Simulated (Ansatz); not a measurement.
HAl–AlH, triplet: stretch scan

Starting geometry (PBE0/def2-TZVP stationary point for this spin, not checked as a minimum):

```xyz
4

Al    0.0000    0.0000    1.1500
Al    0.0000    0.0000   -1.1500
H     0.0000    0.0000    2.7245
H     0.0000    0.0000   -2.7245
```

From there H3 moves along the line of the two atoms named below, all else staying in place; atoms are numbered as listed. Energies are in kcal/mol, counted from the starting geometry at the same level. Kohn–Sham curves are unrestricted where that lies lower.

Basis 6-31G; Ansatz 0.2.0. Correlated methods freeze the noble-gas cores.

Unrestricted Kohn–Sham rows aren't spin-pure: their determinants' ⟨S²⟩ exceeds S(S+1) by up to 1.00, so they mix in states of higher spin.

Full CI is exact within this basis and frozen core; it isn't the basis-set limit.

```csv
distance Al1-H3 (Å),PBE
1.279,23.8
1.437,4.8
1.575,0.0
1.712,1.4
1.966,12.1
2.165,23.3
2.499,41.6
2.881,56.0
3.394,63.4
4.194,65.7
5.409,66.3
```

Question: Estimate the full CI curve in 6-31G from this one, knowing how PBE errs.

Answer: The computed full CI values, in kcal/mol from the starting point, and the error of PBE against them:
```json
{"distance Al1-H3 (Å)": "1.279", "full CI": "24.8", "PBE less full CI": "-1.0"}
{"distance Al1-H3 (Å)": "1.437", "full CI": "5.3", "PBE less full CI": "-0.4"}
{"distance Al1-H3 (Å)": "1.575", "full CI": "0.0", "PBE less full CI": "0.0"}
{"distance Al1-H3 (Å)": "1.712", "full CI": "0.9", "PBE less full CI": "0.5"}
{"distance Al1-H3 (Å)": "1.966", "full CI": "10.5", "PBE less full CI": "1.6"}
{"distance Al1-H3 (Å)": "2.165", "full CI": "20.4", "PBE less full CI": "2.9"}
{"distance Al1-H3 (Å)": "2.499", "full CI": "35.4", "PBE less full CI": "6.2"}
{"distance Al1-H3 (Å)": "2.881", "full CI": "46.5", "PBE less full CI": "9.5"}
{"distance Al1-H3 (Å)": "3.394", "full CI": "52.4", "PBE less full CI": "11.0"}
{"distance Al1-H3 (Å)": "4.194", "full CI": "54.3", "PBE less full CI": "11.5"}
{"distance Al1-H3 (Å)": "5.409", "full CI": "54.6", "PBE less full CI": "11.7"}
```

PBE at 5.409 Å lies 11.7 kcal/mol (21 %) above the reference in this basis.

In so small a basis the reference is far from its limit while semilocal and hybrid functionals are nearer theirs, so the functionals' errors here hold much of the reference's basis and frozen-core error, which can add to them or hide them.
